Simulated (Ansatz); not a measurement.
GaS (P6₃/mmc, No. 194), treated with PBE in Ansatz (PAW).

Numerical settings: plane-wave cutoff 500 eV, 12×12×4 k mesh (along the axes of the cell as run), gaussian smearing 0.02 eV, scalar-relativistic PAW data made under PBE.

Computed at the level's own relaxed cell.

Estimate the equilibrium volume per atom, lattice constant a and lattice parameter c that the calculation returns.


- equilibrium volume per atom: 25.36 Å³/atom
- lattice constant a: 3.630 Å
- lattice parameter c: 17.779 Å

Note: the cell comes from a level without a dispersion term, which matters for the spacing of layers, chains or molecules; the volume lies 18 % above that of the published cell; the cell has widely spaced layers and the level no dispersion term, so their spacing and the moduli can rest on weak binding.

Cost on a shared machine: roughly 10 core-minutes.

Ansatz is a program for electronic structure.
